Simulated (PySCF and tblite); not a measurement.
C₃H₈O, numbered as in [CH3:1][CH2:2][O:3][CH3:4]. The ensemble was built from 90 distance-geometry starts (ETKDG and KDG, MMFF94s, GFN2-xTB) and rests on PBE0-D3(BJ)/def2-SVP geometries. Energies: PBE0-D3(BJ)/def2-TZVP, with GFN2-xTB thermal terms (modes under about 100 cm⁻¹ blended into free rotors). Symmetry numbers and mirror images are counted. Conformers within 4 kcal/mol (GFN2-xTB free energy) were kept, 5 at most. GIAO shieldings: PBE0/pcSseg-1. Shifts are against TMS (¹H), TMS (¹³C) at the same level. Run with PySCF (density fitting) and tblite.

Torsions listed: C1–C2–O3–C4. Of a mirror pair one member is shown.

Two conformers hold nearly all the population. I: 180°; δ(H2) = 3.09 ppm. II: 73°; δ(H2) = 3.41 ppm. The average over the ensemble at 298.15 K is 3.13 ppm.

Q: What populations and free-energy difference follow from a two-state model?

A: p(I) = (3.13 − 3.41)/(3.09 − 3.41) = 0.88, so K = p(II)/p(I) = 0.14 and G(II) − G(I) = −RT ln K = 1.15 kcal/mol. One of the two counts twice, as a mirror pair, which this difference holds. The weights computed directly are 85.8 % and 14.2 %.
